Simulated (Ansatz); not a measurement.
Consider the isomerisation: `O=CCOCF` → `O/C=C(/O)CF`.

Gas-phase electronic energies from Ansatz, PBE0-D4/def2-TZVP geometries. CCSD(T)/CBS adds triple-zeta CCSD(T) − MP2 to the extrapolated MP2 energy (def2 sets, frozen cores). Functionals use def2-TZVPP. One conformer a species, not always the lowest.

```json
{"level": "PBE", "ΔE (kJ/mol)": "11.8"}
{"level": "r2SCAN", "ΔE (kJ/mol)": "14.9"}
{"level": "MP2/def2-TZVPP", "ΔE (kJ/mol)": "17.6"}
{"level": "SCS-MP2/def2-QZVPP", "ΔE (kJ/mol)": "20.9"}
```

(1) What does CCSD(T)/CBS give? (An estimate is asked.)

Largest T1 diagnostic among the species: 0.013.

Answers

(1) Ansatz gave: +13.0 kJ/mol. The listed levels differ from it by -1.2, 1.9, 4.6, 7.9 kJ/mol.

In def2-TZVPP, CCSD(T) changes the Hartree–Fock value by −19.8 kJ/mol (the triples alone add −1.8 kJ/mol) and MP2 by −22.2 kJ/mol.
